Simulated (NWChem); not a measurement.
Molecule: Na2; SMILES [Na][Na]

```xyz
2

Na     0.0000     0.0000    -1.5551
Na     0.0000     0.0000     1.5551
```
Atoms are numbered in this order, from 1.

Geometry: optimised at PBE-D3(BJ)/def2-SVP.

Problem. Give the principal values of the shielding tensors (ppm) of Na1 from B3LYP/def2-TZVP, GIAO (NWChem), with their diamagnetic and paramagnetic parts as GIAO splits them.

Solution. 
```
atom    σ11    σ22    σ33  isotropic  diamagnetic  paramagnetic
----  -----  -----  -----  ---------  -----------  ------------
Na1   595.6  595.6  630.3      607.2        629.8         -22.6
```
